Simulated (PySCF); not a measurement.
# O: ionisation energy

O [He] 2s2 2p4 (3P) → O⁺ [He] 2s2 2p3 (4S), as a difference of total energies. Calculation: PySCF 2.14, in def2-TZVPPD (6s4p3d1f, 40 functions); no relativity, point nucleus. Correlated levels: valence: 1s2 frozen; valence and next inner shell: nothing frozen. The calculations carry no spin-orbit coupling.

Order these methods by the ionisation energy they give, lowest first.
A. LDA
B. PW91
C. MP2 (valence and next inner shell)
D. UHF

D (12.025 eV), C (13.293 eV), A (13.983 eV), B (14.127 eV).

Errors of the correlated levels include the incompleteness of this basis and the frozen core.

For comparison: 13.608 eV (measured; NIST levels, between the centres of gravity of the two terms).
